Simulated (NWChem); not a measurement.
# One shape, several levels: triplet CH4S2

We compute a comparison of 4 runs (UHF/STO-3G, UHF/3-21G, UB3LYP/6-31G*) of triplet CH4S2. 

Program for the calculation: NWChem 7.3.0.

2 further runs of the same task are left out: 2 set aside as unsound or not needed.

## 1. The system as given

CH4S2: 7 atoms, total charge 0, spin state triplet. As SMILES of the parent species, `CSS`. The coordinates come from a PBE0-D4/def2-TZVP relaxation. This is one conformer, not always the lowest. That shape belongs to the parent species and isn't relaxed for this state.

Bond lengths: C1–S2 1.802 Å, S2–S3 2.037 Å, C1–H4 1.090 Å, C1–H5 1.089 Å, C1–H6 1.093 Å, S3–H7 1.349 Å. Angles: C1–S2–S3 103.0°, S2–C1–H4 111.1°, S2–C1–H5 110.8°, S2–C1–H6 106.0°, S2–S3–H7 99.3°, H4–C1–H5 110.4°, H4–C1–H6 109.2°, H5–C1–H6 109.3°.

## 2. The energy at UHF/STO-3G (run 1)

run.nw

```
start run
memory total 2200 mb
geometry noautosym nocenter noautoz
C     -0.757700     0.531000    -0.254500
S      0.410700     0.313400     1.100600
S      1.938900    -0.712100     0.227800
H     -1.170500    -0.425600    -0.574100
H     -0.285300     1.039300    -1.094100
H     -1.562500     1.156200     0.139800
H      1.487600    -1.970200     0.408600
end
basis spherical bse
* library STO-3G
end
scf
triplet
uhf
thresh 1e-08
maxiter 80
print low
end
task scf energy
```

Command:

```
$ nwchem run.nw > run.out
```

Output:

```text
[...]
  functions       =    27
[...]
  wavefunction    = UHF
[...]
         Total SCF energy =   -825.870227376070
      One electron energy =  -1447.333636347380
      Two electron energy =    471.317785665183
 Nuclear repulsion energy =    150.145623306126
                       Sz =      1.0000
                 Sz(Sz+1) =      2.0000
                      S^2 =      2.0100
[...]
```

Wall time 1.6 s (1 thread of AMD EPYC 9B45 (Zen 5), shared host); peak memory 0.099 GiB.

## 3. The energy at UHF/3-21G (run 2)

test.nw

```
start test
memory total 2200 mb

geometry units angstrom noautosym nocenter noautoz
C    -0.757700    0.531000   -0.254500
S     0.410700    0.313400    1.100600
S     1.938900   -0.712100    0.227800
H    -1.170500   -0.425600   -0.574100
H    -0.285300    1.039300   -1.094100
H    -1.562500    1.156200    0.139800
H     1.487600   -1.970200    0.408600
end

basis spherical bse
* library 3-21G
end

scf
triplet
uhf
thresh 1e-08
maxiter 80
end

task scf
```

Command:

```
$ nwchem test.nw > test.out
```

Output:

```text
[...]
  functions       =    43
[...]
  wavefunction    = UHF
[...]
         Total SCF energy =   -830.913249006745
      One electron energy =  -1446.666631313969
      Two electron energy =    465.607759001098
 Nuclear repulsion energy =    150.145623306126
                       Sz =      1.0000
                 Sz(Sz+1) =      2.0000
                      S^2 =      2.0123
[...]
```

Wall time 1.9 s (1 thread of AMD EPYC 9B45 (Zen 5), shared host); peak memory 0.099 GiB.

Run 3 isn't shown in full; the table further down has it.

## 4. The energy at UB3LYP/6-31G(d) (spherical functions) (run 4)

ch4s2.nw

```
start ch4s2
title "CH4S2 B3LYP"
memory stack 880 mb heap 220 mb global 1100 mb
charge 0

geometry noautosym nocenter noautoz
  C    -0.757700    0.531000   -0.254500
  S     0.410700    0.313400    1.100600
  S     1.938900   -0.712100    0.227800
  H    -1.170500   -0.425600   -0.574100
  H    -0.285300    1.039300   -1.094100
  H    -1.562500    1.156200    0.139800
  H     1.487600   -1.970200    0.408600
end

basis spherical bse
  * library 6-31G*
end

dft
  xc b3lyp
  mult 3
  grid xfine
  convergence energy 1e-08
  maxiter 100
  mulliken
end

task dft energy
```

Command:

```
$ nwchem ch4s2.nw > ch4s2.out
```

Output:

```text
[...]
          Wavefunction type:  spin polarized.
          No. of atoms     :     7
          No. of electrons :    42
[...]
          Charge           :     0
          Spin multiplicity:     3
[...]
          AO basis - number of functions:    58
[...]
              XC Information
              --------------
                         B3LYP Method XC Potential
                     Hartree-Fock (Exact) Exchange  0.200
                        Slater Exchange Functional  0.800 local
                    Becke 1988 Exchange Functional  0.720 non-local
              Lee-Yang-Parr Correlation Functional  0.810
                  VWN I RPA Correlation Functional  0.190 local
[...]
 d= 0,ls=0.0,diis     1   -836.6724400355 -9.87D+02  1.73D-02  9.52D-02     1.8
[...]
 d= 0,ls=0.0,diis    16   -836.7283456442 -1.27D-09  1.24D-06  4.02D-11    24.9
[...]
         Total DFT energy =     -836.728345644243
      One electron energy =    -1452.206210938327
           Coulomb energy =      523.714432951017
    Exchange-Corr. energy =      -58.382190963060
 Nuclear repulsion energy =      150.145623306126
[...]
      Total Density - Mulliken Population Analysis
     ---------------------------------------------
    Atom       Charge   Shell Charges
 -----------   ------   -------------------------------------------------------
    1 C    6     6.60   2.00  0.68  2.10  0.69  1.09  0.03
    2 S   16    15.86   2.00  2.00  5.97  1.41  2.89  0.45  1.04  0.10
    3 S   16    16.28   2.00  2.00  5.97  1.38  3.01  0.49  1.36  0.08
    4 H    1     0.80   0.52  0.29
    5 H    1     0.79   0.52  0.27
    6 H    1     0.79   0.52  0.27
    7 H    1     0.87   0.50  0.38
[...]
      <S2> =      2.0052 (Exact =     2.0000)
[...]
```

Wall time 26 s (1 thread of AMD EPYC 9B45 (Zen 5), shared host); peak memory 0.13 GiB.

## 5. Overview of the runs

```csv
run,level,Cartesian functions,iteration cap,energy (Eh),⟨S²⟩,wall time
1,UHF/STO-3G,no,80,-825.870227,2.010,1.6 s
2,UHF/3-21G,no,80,-830.913249,2.012,1.9 s
3,UB3LYP/6-31G* (Cartesian functions),yes,100,-836.734945,2.005,23 s
4,UB3LYP/6-31G* (spherical functions),no,100,-836.728346,2.005,26 s
```

## 6. Outcome

| quantity | value |
| --- | --- |
| run 4: total energy | -836.72835 Eh |
| run 4: dipole moment | 2.95 D |
| run 4: HOMO energy (highest over α and β) | -2.59 eV |
| run 4: ⟨S²⟩ | 2.005 |

In words: In run 1 the basis is minimal, so the values are rough. All runs together took 52 s, the longest 26 s.
